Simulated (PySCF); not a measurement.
**Question.** What does the GFN2-xTB structure of `C=C/C=C/OC` look like in three dimensions?

**Answer.** 
```
atom  x, y, z in Å
C1     2.4902    1.2013    0.2478
C2     1.7229    0.2437   -0.2645
C3     0.3415    0.0425    0.0990
C4    -0.4020   -0.9293   -0.4375
O5    -1.6960   -1.2357   -0.1967
C6    -2.3921   -0.4491    0.7413
H7     2.1113    1.8959    0.9795
H8     3.5184    1.3270   -0.0423
H9     2.1274   -0.4420   -0.9979
H10   -0.0649    0.7234    0.8322
H11    0.0059   -1.6107   -1.1730
H12   -3.4002   -0.8574    0.7880
H13   -2.4356    0.5979    0.4258
H14   -1.9276   -0.5080    1.7305
```

Any rigid rotation of these coordinates is as good. Atoms count from 1 in this order. Of the pairs four or more bonds apart, C6···H10 is among the closest relative to their van der Waals radii: 2.61 Å, 90 % of the sum of Bondi's values. O5 (ether oxygen) is bent (angle 117.7°). The 2 C–O bonds span 1.351 Å (C4–O5, drawn single) to 1.408 Å (O5–C6, drawn single), a spread of 0.057 Å. The 6 heavy atoms lie in one plane (0.001 Å rms).

Bonds between heavy atoms (Å): C1=C2 1.330, C2–C3 1.443, C3=C4 1.336, C4–O5 1.351, O5–C6 1.408.

The geometry is computed with GFN2-xTB (gas phase).

Point group: Cs (tolerance 0.08 Å). No GFN2-xTB frequencies stand behind this structure, so it isn't proved a minimum. One conformer, not necessarily the lowest (C1–C2–C3–C4 180°, C3–C4–O5–C6 0°).
